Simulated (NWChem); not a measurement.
System: hydrazine (N₂H₄); SMILES NN

```xyz
6

N     -0.0584     0.6990     0.0738
N      0.0584    -0.6990     0.0738
H      0.8426     1.1052     0.3138
H     -0.3357     1.0835    -0.8307
H     -0.8426    -1.1052     0.3138
H      0.3357    -1.0835    -0.8307
```
Atoms are numbered in this order, from 1.

STO-3G and 3-21G are far too small for this property and stand as cheap habits. All runs use the structure optimised with PBE0/def2-SVP.

Symmetry labels are those of C2 in the frame above (b1 and b2, or b-type labels, depend on it).

Question: List the 4 lowest vertical singlet excitations from PBE/3-21G, TDA (NWChem).

Answer: 
```json
[
 {"state": "S1", "energy (eV)": "6.89", "oscillator strength": "0.003", "symmetry": "a", "leading excitation (squared amplitude)": "HOMO → LUMO (0.98)"},
 {"state": "S2", "energy (eV)": "6.94", "oscillator strength": "0.032", "symmetry": "b", "leading excitation (squared amplitude)": "HOMO−1 → LUMO (0.98)"},
 {"state": "S3", "energy (eV)": "7.56", "oscillator strength": "0.016", "symmetry": "a", "leading excitation (squared amplitude)": "HOMO−1 → LUMO+1 (0.97)"},
 {"state": "S4", "energy (eV)": "7.64", "oscillator strength": "0.020", "symmetry": "b", "leading excitation (squared amplitude)": "HOMO → LUMO+1 (0.98)"}
]
```
